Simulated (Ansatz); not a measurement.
Molecule (SMILES): [Si-]#[O+] (O-Si).
Geometry (B3LYP-D3(BJ)/def2-TZVP, fixed):
```
Si
O 1 1.5131
```

Basis-set convergence of the dipole moment at PBE0 with Ansatz (an electronic-structure program). Dipoles come from the density behind the forces; the sign is taken along the dipole that this method gives in the largest set. All functions are spherical. The program fits the integrals of some runs and decomposes those of others, by size. No added dispersion term, no relativity. Reference: the value in aug-pcseg-3, 3.162 D, itself unsure by roughly 0.005 D (its mean distance from aug-cc-pV(Q+d)Z, def2-QZVPPD). Deviations are taken from unrounded values.

| basis | functions |
|---|---|
| pcseg-0 | 22 |
| pcseg-1 | 32 |
| aug-pcseg-1 | 50 |
| pcseg-2 | 64 |
| aug-pcseg-2 | 96 |
| pcseg-3 | 124 |
| aug-pcseg-3 | 174 |
| pcseg-4 | 206 |

Task: Which is the smallest pcseg set listed that can be trusted to 0.1 D here, that is, within that of the reference together with its larger relatives (same family, alike in diffuse functions; a set with none to test it counts only in the reference's own line)?

Result: The smallest set listed that lies within 0.1 D of the reference with all its larger relatives (same family, alike in diffuse functions; a set with none counts only in the reference's own line) is aug-pcseg-1 (50 functions, -0.078 D off). Value minus reference: pcseg-0 -0.612, pcseg-1 -0.268, aug-pcseg-1 -0.078, pcseg-2 -0.031, aug-pcseg-2 -0.019, pcseg-3 0.006, aug-pcseg-3 0.000, pcseg-4 0.002 D.
